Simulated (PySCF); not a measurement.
**C2H3FO (SMILES CO[C]F) at UMP2/6-31G**

Wanted: a structure relaxation of C2H3FO. 

Program for the calculation: PySCF 2.14.0.

2 further runs of the same task are left out: 2 set aside as unsound or not needed.

**1. Starting point**

C2H3FO: 7 atoms, total charge 0, spin state triplet. SMILES: `CO[C]F`. Geometry: relaxed at GFN2-xTB. This is one conformer, not always the lowest. The run starts from this shape.

Bond lengths: C1–O2 1.448 Å, O2–C3 1.308 Å, C3–F4 1.353 Å, C1–H5 1.091 Å, C1–H6 1.087 Å, C1–H7 1.092 Å. Angles: C1–O2–C3 119.3°, O2–C3–F4 121.9°, O2–C1–H5 110.2°, O2–C1–H6 105.6°, O2–C1–H7 110.1°, H5–C1–H6 110.8°, H5–C1–H7 109.9°, H6–C1–H7 110.1°.

**2. A geometry optimisation at UMP2/6-31G**

Input file calc.py:

```python
from pyscf import gto, mp
from pyscf.geomopt.geometric_solver import kernel as optimise

molecule = gto.Mole()
molecule.atom = [
    ('C', (0.341450, 0.713210, 0.251280)),
    ('O', (-0.683500, 0.051270, -0.529040)),
    ('C', (-0.503330, -1.189390, -0.901810)),
    ('F', (-0.894920, -2.231840, -0.132730)),
    ('H', (0.561860, 0.136950, 1.150870)),
    ('H', (-0.069260, 1.686810, 0.506780)),
    ('H', (1.247700, 0.832980, -0.345340)),
]
molecule.verbose = 3
molecule.spin = 2
molecule.basis = '6-31g'
molecule.max_memory = 1860
molecule.build()

hf = molecule.UHF()
hf.conv_tol = 1e-10
hf.kernel()
if not hf.converged:
    hf = hf.newton().run(hf.mo_coeff, hf.mo_occ)
pt = mp.MP2(hf, frozen=4).run()
converged, mol_eq = optimise(pt, maxsteps=60, convergence_set='GAU_TIGHT')
print('converged:', converged)
print(mol_eq.tostring())

hf.reset(mol_eq)
molecule = mol_eq
hf.kernel()
if not hf.converged:
    hf = hf.newton().run(hf.mo_coeff, hf.mo_occ)
pt = mp.MP2(hf, frozen=4).run()
energy = pt.e_tot
print(f'total energy: {energy:.8f} hartree')
```

The run is started by

```console
$ OMP_NUM_THREADS=1 python calc.py
```

The program printed:

```text
WARN: HOMO 0.0103428847291087 >= LUMO -0.196918036178553

converged SCF energy = -251.55488538885  <S^2> = 2.0093105  2S+1 = 3.0062006
E(UMP2) = -251.935945309358  E_corr = -0.381059920507549
E(SCS-UMP2) = -251.928345045724  E_corr = -0.373459656873719

convergence_set           GAU_TIGHT
maxiter                   60
----------------------------------------------------------
Custom engine selected.
Bonds will be generated from interatomic distances less than 1.20 times sum of covalent radii
21 internal coordinates being used (instead of 21 Cartesians)
Internal coordinate system (atoms numbered from 1):
Distance 1-2
Distance 1-5
Distance 1-6
Distance 1-7
Distance 2-3
Distance 3-4
Angle 2-1-5
Angle 2-1-6
Angle 2-1-7
Angle 5-1-6
Angle 5-1-7
Angle 6-1-7
Angle 1-2-3
Angle 2-3-4
Dihedral 5-1-2-3
Dihedral 6-1-2-3
Dihedral 7-1-2-3
Dihedral 1-2-3-4
Translation-X 1-7
Translation-Y 1-7
Translation-Z 1-7
Rotation-A 1-7
Rotation-B 1-7
Rotation-C 1-7
> ===== Optimization Info: ====
> Job type: Energy minimization
> Maximum number of optimization cycles: 60
> Initial / maximum trust radius (Angstrom): 0.100 / 0.300
> Convergence Criteria:
> Will converge when all 5 criteria are reached:
>  |Delta-E| < 1.00e-06
>  RMS-Grad  < 1.00e-05
>  Max-Grad  < 1.50e-05
>  RMS-Disp  < 4.00e-05
>  Max-Disp  < 6.00e-05
> === End Optimization Info ===

[... 11 lines left out ...]
WARN: Mole.unit (angstrom) is changed to Bohr
[... 1 line left out ...]
converged SCF energy = -251.554885388855  <S^2> = 2.0093106  2S+1 = 3.0062007
[... 13 lines left out ...]
Step    0 : Gradient = 3.117e-02/4.656e-02 (rms/max) Energy = -251.9359453121
[... 12 lines left out ...]
converged SCF energy = -251.553930379929  <S^2> = 2.0102715  2S+1 = 3.0068399
[... 26 lines left out ...]
converged SCF energy = -251.553017836106  <S^2> = 2.0103445  2S+1 = 3.0068885
[... 26 lines left out ...]
converged SCF energy = -251.552628756139  <S^2> = 2.0104259  2S+1 = 3.0069425
[... 26 lines left out ...]
converged SCF energy = -251.552575148696  <S^2> = 2.0104582  2S+1 = 3.006964
[... 26 lines left out ...]
converged SCF energy = -251.552586391342  <S^2> = 2.0104847  2S+1 = 3.0069817
[... 26 lines left out ...]
converged SCF energy = -251.552611368172  <S^2> = 2.0104934  2S+1 = 3.0069875
[... 26 lines left out ...]
converged SCF energy = -251.552647714777  <S^2> = 2.0104916  2S+1 = 3.0069862
[... 26 lines left out ...]
converged SCF energy = -251.552660250324  <S^2> = 2.0104783  2S+1 = 3.0069774
[... 26 lines left out ...]
converged SCF energy = -251.552657688447  <S^2> = 2.0104694  2S+1 = 3.0069715
[... 26 lines left out ...]
converged SCF energy = -251.552655188469  <S^2> = 2.0104678  2S+1 = 3.0069704
[... 26 lines left out ...]
converged SCF energy = -251.552654884837  <S^2> = 2.0104676  2S+1 = 3.0069703
[... 16 lines left out ...]
Geometry optimization cycle 13
Cartesian coordinates (Angstrom)
 Atom        New coordinates             dX        dY        dZ
   C   0.355517   0.736167   0.272682   -0.000004 -0.000004 -0.000000
   O  -0.763449   0.089505  -0.499662   -0.000020  0.000008  0.000012
   C  -0.558210  -1.179870  -0.947770   -0.000018  0.000009 -0.000006
   F  -0.808178  -2.323792  -0.158953    0.000044  0.000006 -0.000001
   H   0.523358   0.177647   1.198707   -0.000015  0.000005  0.000007
   H  -0.008909   1.742504   0.477890    0.000016  0.000006 -0.000012
   H   1.259871   0.757829  -0.342883   -0.000003 -0.000029  0.000000
converged SCF energy = -251.55265497874  <S^2> = 2.0104675  2S+1 = 3.0069703
E(UMP2_Scanner) = -251.942511388427  E_corr = -0.389856409686264
E(SCS-UMP2_Scanner) = -251.934873995631  E_corr = -0.382219016891017
--------------- UMP2_Scanner gradients ---------------
         x                y                z
0 C     0.0000000951     0.0000000876     0.0000000677
1 O     0.0000007074    -0.0000017413    -0.0000005038
2 C    -0.0000008947     0.0000037645    -0.0000013599
3 F     0.0000001713    -0.0000020998     0.0000017201
4 H    -0.0000001021    -0.0000000424     0.0000000092
5 H    -0.0000000144    -0.0000000049    -0.0000000255
6 H     0.0000000374     0.0000000362     0.0000000922
----------------------------------------------
cycle 13: E = -251.942511388  dE = 2.66734e-08  norm(grad) = 5.29629e-06
Step   12 : Displace = 2.561e-05/4.267e-05 (rms/max) Trust = 3.000e-01 (=) Grad = 2.002e-06/4.101e-06 (rms/max) E (change) = -251.9425113884 (+2.667e-08) Quality = -313.056
Hessian Eigenvalues: 2.00270e-03 2.14471e-02 4.99856e-02 ... 3.53040e-01 4.55205e-01 5.55892e-01
Converged! =D

converged: True
C           0.35551667        0.73616678        0.27268156
O          -0.76344881        0.08950536       -0.49966205
C          -0.55821037       -1.17986969       -0.94777018
F          -0.80817763       -2.32379198       -0.15895328
H           0.52335837        0.17764693        1.19870690
H          -0.00890926        1.74250365        0.47789022
H           1.25987102        0.75782896       -0.34288317
converged SCF energy = -251.55265497874  <S^2> = 2.0104674  2S+1 = 3.0069701
E(UMP2) = -251.942511432868  E_corr = -0.389856454127221
E(SCS-UMP2) = -251.934874038078  E_corr = -0.382219059337806
total energy: -251.94251143 hartree
```

Run time: 26 s. Hardware: 1 thread of Arm Neoverse V1, shared host; peak memory 0.17 GiB.

Steps, from the record of the run:

| step | energy from the first frame kept (eV) | largest force (eV/Å) |
| --- | --- | --- |
| 0 | 0.0000 | 2.3942 |
| 1 | -0.1611 | 0.5880 |
| 2 | -0.1762 | 0.2091 |
| 3 | -0.1778 | 0.0691 |
| 4 | -0.1780 | 0.0285 |
| 5 | -0.1782 | 0.0326 |
| 6 | -0.1784 | 0.0484 |
| 7 | -0.1786 | 0.0484 |
| 8 | -0.1787 | 0.0245 |
| 9 | -0.1787 | 0.0054 |
| 10 | -0.1787 | 0.0010 |
| 11 | -0.1787 | 0.0005 |
| 12 | -0.1787 | 0.0002 |

After the run. Bond lengths: C1–O2 1.506 Å, O2–C3 1.362 Å, C3–F4 1.412 Å, C1–H5 1.094 Å, C1–H6 1.090 Å, C1–H7 1.094 Å. Angles: C1–O2–C3 117.2°, O2–C3–F4 123.0°, O2–C1–H5 109.2°, O2–C1–H6 104.2°, O2–C1–H7 109.5°, H5–C1–H6 111.3°, H5–C1–H7 111.1°, H6–C1–H7 111.3°.

**3. Summary of results**

At UMP2/6-31G, 4 core orbitals frozen:

```
                                                  quantity          value
                                   total energy at the end  -251.94251 Eh
                      dipole moment (Hartree–Fock density)         3.28 D
HOMO energy (Hartree–Fock orbitals) (highest over α and β)      -10.59 eV
 LUMO energy (Hartree–Fock orbitals) (lowest over α and β)        2.38 eV
               correlation energy (4 core orbitals frozen)     -389.9 mEh
                         ⟨S²⟩ of the reference determinant          2.010
```

In words: At the final geometry: Bond lengths: C1–O2 1.506 Å, O2–C3 1.362 Å, C3–F4 1.412 Å, C1–H5 1.094 Å, C1–H6 1.090 Å, C1–H7 1.094 Å. Angles: C1–O2–C3 117.2°, O2–C3–F4 123.0°, O2–C1–H5 109.2°, O2–C1–H6 104.2°, O2–C1–H7 109.5°, H5–C1–H6 111.3°, H5–C1–H7 111.1°, H6–C1–H7 111.3°. The optimisation took 12 steps and changed the energy by -0.179 eV. Mulliken charges of the mean-field density run from -0.68 on O2 to +0.67 on C3.
